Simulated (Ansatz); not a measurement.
**CHN (singlet): wave-function methods side by side at distance N1–H3 = 1.382 Å, 6-31G**

How much of the correlation energy of CHN (singlet) does each wave-function method recover here?

Program: Ansatz 0.2.0, Gaussian basis. Level of theory: 6-31G, core rule «outside noble gas», up to 2 orbitals frozen. These are calculated values, not measurements.

To be run: UHF; CCSD(T) on RHF; BCCD(T) on RHF; CISD; CCSDT(Q) on RHF; CISDTQ; CCSDTQ on RHF; CASSCF and MRCISD+Q, 2 electrons in 2 orbitals; CASSCF and NEVPT2, 2 electrons in 2 orbitals; CASSCF and MRCISD+Q, 10 electrons in 9 orbitals; CASSCF and NEVPT2, 10 electrons in 9 orbitals; Full CI.

22 further runs of the same task are left out: 1 for a mislabelled method, 12 that didn't finish, 9 set aside as unsound or not needed.

**1. What is computed**

The geometry derives from a PBE0/def2-TZVP stationary point (not a proven minimum). One bond is set to the value named and the two fragments are kept rigid.

3 atoms, charge 0, spin multiplicity 1.

Atoms are counted from 1 here; the program's logs count them from 0.

Bond lengths: N1–C2 1.163 Å.

**2. UHF**

in.yaml reads:

```yaml
crystal:
  periodic: [false, false, false]
  atoms:
    - {symbol: N, position_ang: [0.000000, 0.000000, -0.072844]}
    - {symbol: C, position_ang: [0.000000, 0.000000, -1.236312]}
    - {symbol: H, position_ang: [0.000000, 0.000000, 1.309156]}
basis:
  gaussian: {orbitals: 6-31G}
magnetization: {spin_polarized: true, initial_magnetization: 0}
hamiltonian: {xc: hf}
output: {orbitals: {seedname: orbitals}}
```

The run is started by

```console
$ ansatz run in.yaml --threads 1 --pin off --events-out ev --progress --plain --max-ram 2393MiB
```

Further steps of the session: CCSD(T) on RHF; BCCD(T) on RHF; CISD; CCSDT(Q) on RHF; CISDTQ; CCSDTQ on RHF; CASSCF and MRCISD+Q, 2 electrons in 2 orbitals; CASSCF and NEVPT2, 2 electrons in 2 orbitals; CASSCF and MRCISD+Q, 10 electrons in 9 orbitals; CASSCF and NEVPT2, 10 electrons in 9 orbitals; Full CI.

**Question.** What will the summary of the whole plan be? Wanted: FCI below the RHF energy; RMP2 from FCI; RCCSD from FCI; RCCSD(T) from FCI; RCCSDT(Q) from FCI; NEVPT2 pair from FCI; NEVPT2 valence from FCI; MRCISD+Q valence from FCI; T1 diagnostic.

**Answer**, as computed:

| quantity | value |
| --- | --- |
| FCI below the RHF energy | -6.1294 eV |
| RMP2 from FCI | +533.9 meV |
| RCCSD from FCI | +286.6 meV |
| RCCSD(T) from FCI | +34.8 meV |
| RCCSDT(Q) from FCI | -1.3 meV |
| NEVPT2 pair from FCI | +374.6 meV |
| NEVPT2 valence from FCI | +429.4 meV |
| MRCISD+Q valence from FCI | +34.1 meV |
| levels within 1 kcal/mol (43 meV) | RCCSD(T), BCCD(T), RCCSDT, RCCSDT(Q), RCCSDTQ, MRCISD+Q valence |
| T1 diagnostic | 0.028 |
| effectively unpaired electrons | 0.11 |

What this shows: RCCSD(T) misses by +34.8 meV, 0.6 % of the correlation energy. One determinant dominates. Of the multireference levels listed MRCISD+Q valence comes nearest in total energy (+34.1 meV), which doesn't show that its space is the better one. These misses are within one basis, not against nature.
